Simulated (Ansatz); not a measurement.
# CH5AlO: a reaction path by the nudged elastic band

Aim: the minimum-energy path between two given structures and its highest point. Both ends were relaxed at PBE0-D4 in triple zeta.

Program: Ansatz 0.2.0, Gaussian basis. Level of theory: PBE0-D4/def2-SVP. These are calculated values, not measurements.

17 further runs of the same task are left out: 1 that didn't finish, 16 set aside as unsound or not needed.

**1. Starting geometry**

The first end: 8 atoms, charge 0, spin multiplicity 1.

Atoms are counted from 1 here; the program's logs count them from 0.

Bond lengths: Al1–O2 1.686 Å, Al1–H5 1.577 Å, Al1–H6 1.585 Å, O2–C3 1.397 Å, C3–H4 1.095 Å, C3–H7 1.098 Å, C3–H8 1.095 Å. Angles: O2–Al1–H5 116.3°, O2–Al1–H6 118.7°, H5–Al1–H6 125.0°, Al1–O2–C3 134.1°, O2–C3–H4 110.1°, O2–C3–H7 112.6°, O2–C3–H8 110.1°, H4–C3–H7 108.0°, H4–C3–H8 107.8°, H7–C3–H8 108.0°.

Coordinates:

```xyz
8

Al   -1.4545   -0.6194   -0.0348
O    -0.2259    0.4940   -0.3419
C     1.1313    0.5577   -0.0162
H     1.3351    1.4581    0.5727
H    -2.8780   -0.2653   -0.6136
H    -1.1101   -1.9238    0.7981
H     1.4672   -0.3115    0.5642
H     1.7349    0.6103   -0.9283
```

The second end:

```
Al   -1.2254   -0.2782    0.4823
O     0.3409   -0.3441   -0.7723
C     1.3667    0.2742   -0.5922
H    -0.5265    0.7401    1.5150
H    -2.3291    0.3153   -0.5032
H    -1.2965   -1.8154    0.8984
H     1.4854    0.9169    0.2921
H     2.1844    0.1911   -1.3199
```

**2. The band at PBE0-D4/def2-SVP**

Input file neb/in.yaml:

```yaml
crystal:
  periodic: [false, false, false]
  atoms:
    - {symbol: Al, position_ang: [-1.454477, -0.619417, -0.034770]}
    - {symbol: O, position_ang: [-0.225935, 0.494004, -0.341943]}
    - {symbol: C, position_ang: [1.131303, 0.557671, -0.016201]}
    - {symbol: H, position_ang: [1.335103, 1.458071, 0.572653]}
    - {symbol: H, position_ang: [-2.877976, -0.265327, -0.613608]}
    - {symbol: H, position_ang: [-1.110134, -1.923801, 0.798133]}
    - {symbol: H, position_ang: [1.467183, -0.311495, 0.564229]}
    - {symbol: H, position_ang: [1.734933, 0.610293, -0.928294]}
basis:
  gaussian: {orbitals: def2-SVP}
hamiltonian: {xc: pbe0, dispersion: d4}
neb:
  images: 5
  climbing: true
  max_iterations: 40
  initial_path: idpp
  final_atoms:
    - {symbol: Al, position_ang: [-1.225402, -0.278151, 0.482263]}
    - {symbol: O, position_ang: [0.340943, -0.344123, -0.772263]}
    - {symbol: C, position_ang: [1.366743, 0.274193, -0.592201]}
    - {symbol: H, position_ang: [-0.526535, 0.740100, 1.515001]}
    - {symbol: H, position_ang: [-2.329095, 0.315321, -0.503207]}
    - {symbol: H, position_ang: [-1.296484, -1.815418, 0.898417]}
    - {symbol: H, position_ang: [1.485396, 0.916938, 0.292062]}
    - {symbol: H, position_ang: [2.184433, 0.191141, -1.319872]}
```

Started as:

```
$ ansatz run in.yaml --threads 2 --pin off --events-out ev --progress --plain --max-ram 4352MiB
```

What does the calculation give? Wanted: from earlier runs: barrier over the separately found saddle, CCSD(T)/def2-TZVPP.

The runs gave:

| quantity | value |
| --- | --- |
| PBE0-D4/def2-SVP, 23 iterations | highest 46.6 kcal/mol (image 4), last end +36.8 kcal/mol |
| from earlier runs: barrier over the separately found saddle, CCSD(T)/def2-TZVPP | 48.3 kcal/mol |

**Reading.** The highest image lies 46.6 kcal/mol above the first end, and it climbed, so it estimates the saddle. The ends are not quite minima at this level (largest force component 0.53 eV/Å), so the heights are unreliable: relaxing the first end would lower it and raise the barrier above it. The highest image is 1.7 kcal/mol below the CCSD(T) barrier in triple zeta, which comes from separate runs on the saddle.
